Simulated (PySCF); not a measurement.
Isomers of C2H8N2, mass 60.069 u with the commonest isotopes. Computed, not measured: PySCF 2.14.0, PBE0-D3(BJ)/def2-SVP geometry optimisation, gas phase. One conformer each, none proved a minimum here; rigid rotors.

Task: Order these by rotational constant B, smallest first.
A. `[CH3:1][NH:2][NH:3][CH3:4]` with C1–N2–N3–C4 157°
B. `[NH2:1][CH2:2][CH2:3][NH2:4]` with H–N1–C2–C3 -169° and 75°, N1–C2–C3–N4 -55°, C2–C3–N4–H -168° and 76°
C. `[CH3:1][CH2:2][NH:3][NH2:4]` with C1–C2–N3–N4 72°, C2–N3–N4–H -85° and 34°

Result: A (4197 MHz), C (5239 MHz), B (5493 MHz).

Task: Order these by dipole moment, smallest first.
A. `[CH3:1][NH:2][NH:3][CH3:4]` with C1–N2–N3–C4 157° (1,2-dimethylhydrazine)
B. `[CH3:1][CH2:2][NH:3][NH2:4]` with C1–C2–N3–N4 72°, C2–N3–N4–H -85° and 34°
C. `[NH2:1][CH2:2][CH2:3][NH2:4]` with H–N1–C2–C3 -169° and 75°, N1–C2–C3–N4 -55°, C2–C3–N4–H -168° and 76°

Result: C (0.07 D), B (1.48 D), A (1.67 D).

Task: Order these by rotational constant A, smallest first.
A. `[CH3:1][CH2:2][NH:3][NH2:4]` with C1–C2–N3–N4 72°, C2–N3–N4–H -85° and 34° (ethylhydrazine)
B. `[CH3:1][NH:2][NH:3][CH3:4]` with C1–N2–N3–C4 157° (1,2-dimethylhydrazine)
C. `[NH2:1][CH2:2][CH2:3][NH2:4]` with H–N1–C2–C3 -169° and 75°, N1–C2–C3–N4 -55°, C2–C3–N4–H -168° and 76°

Result: C (14330 MHz), A (15217 MHz), B (27912 MHz).

```tsv
SMILES	point group	Ia (u·Å²)	Ib (u·Å²)	Ic (u·Å²)	κ	μa (D)	μb (D)	μc (D)
CCNN	C1	33.21	96.47	113.43	-0.85	0.95	0.06	1.14
CNNC	C2	18.11	120.41	126.04	-0.98	0.00	0.00	1.67
NCCN	C2	35.27	92.01	114.37	-0.78	0.02	0.06	0.01
```
